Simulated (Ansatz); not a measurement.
# Loss of H2O: C3H5O → C3H3 + H2O

Species: C3H5O `C=CC[O]`, doublet; C3H3 (propargyl radical) `[CH]=C=C`, doublet; H2O (water) `O`, singlet. 

Shapes, held fixed at every level: PBE0-D4/def2-TZVP. Flexible molecules stand in one conformer, not always the lowest. Programs: Ansatz 0.2.0. The zero-point and thermal change to 298 K, harmonic and unscaled (PBE0-D4/def2-TZVP), is -13.0 kJ/mol.

| level | kind | ΔH(298 K) (kJ/mol) | CPU time (sum over the molecules) |
| --- | --- | --- | --- |
| HF/def2-SVP | Hartree–Fock | +63.3 | – |
| HF/def2-TZVPP | Hartree–Fock | +41.9 | – |
| PBE-D4/def2-TZVPP | GGA | +31.3 | 21 s |
| B3LYP-D4/def2-TZVPP | global hybrid | +24.0 | 38 s |
| PBE0-D4/def2-TZVPP | global hybrid | +40.8 | 31 s |
| wB97M-V/def2-TZVPP | range-separated hybrid | +29.9 | 2.2 min |
| B2PLYP/def2-TZVPP | double hybrid | +13.4 | 40 s |

B2PLYP/def2-TZVPP gives ΔH(298 K) = +13.4 kJ/mol; the levels span +13.4 to +63.3. The median of the levels is +31.3. No measured value is set beside it here. Spin contamination: C3H3 (⟨S²⟩ up to 0.96). Open shells run unrestricted unless RO is named. Times are processor times on shared x86 and Arm servers, and rough.
